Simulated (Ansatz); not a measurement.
**SiH₄, triplet: stretch scan**

All five atoms lie in one plane.

Starting geometry (PBE0/def2-TZVP stationary point for this spin, not checked as a minimum):

```tsv
atom	x (Å)	y (Å)	z (Å)
Si	0.0000	0.0000	0.0000
H	-0.0115	1.0851	1.0776
H	-0.0165	-1.0776	1.0850
H	0.0165	1.0776	-1.0850
H	0.0115	-1.0851	-1.0776
```

From there H2 moves along the line of the two atoms named below, all else staying in place; atoms are numbered as listed. Energies are in eV, counted from the starting geometry at the same level.

Basis 6-31G; Ansatz 0.2.0. Only valence electrons are correlated (noble-gas cores frozen). R marks a restricted (for open shells ROHF) determinant.

Full CI is exact within this basis and frozen core; it isn't the basis-set limit.

```json
{"distance Si1-H2 (Å)": "1.193", "RHF": "1.460"}
{"distance Si1-H2 (Å)": "1.350", "RHF": "0.331"}
{"distance Si1-H2 (Å)": "1.529", "RHF": "0.000"}
{"distance Si1-H2 (Å)": "1.660", "RHF": "0.056"}
{"distance Si1-H2 (Å)": "1.905", "RHF": "0.155"}
{"distance Si1-H2 (Å)": "2.136", "RHF": "0.079"}
{"distance Si1-H2 (Å)": "2.393", "RHF": "-0.005"}
{"distance Si1-H2 (Å)": "2.840", "RHF": "-0.088"}
{"distance Si1-H2 (Å)": "3.369", "RHF": "-0.120"}
{"distance Si1-H2 (Å)": "4.124", "RHF": "-0.127"}
{"distance Si1-H2 (Å)": "5.179", "RHF": "-0.125"}
```

Problem. Estimate the full CI curve in 6-31G from this one, knowing how RHF errs.

Solution. The computed full CI values, in eV from the starting point, and the error of RHF against them:
| distance Si1-H2 (Å) | full CI | RHF less full CI |
| --- | --- | --- |
| 1.193 | 1.583 | -0.122 |
| 1.350 | 0.408 | -0.077 |
| 1.529 | 0.000 | 0.000 |
| 1.660 | -0.006 | 0.062 |
| 1.905 | 0.164 | -0.008 |
| 2.136 | 0.271 | -0.191 |
| 2.393 | 0.278 | -0.283 |
| 2.840 | 0.219 | -0.306 |
| 3.369 | 0.182 | -0.302 |
| 4.124 | 0.174 | -0.301 |
| 5.179 | 0.176 | -0.301 |

The error spans 0.368 eV and is largest, -0.306 eV, at 2.840 Å.
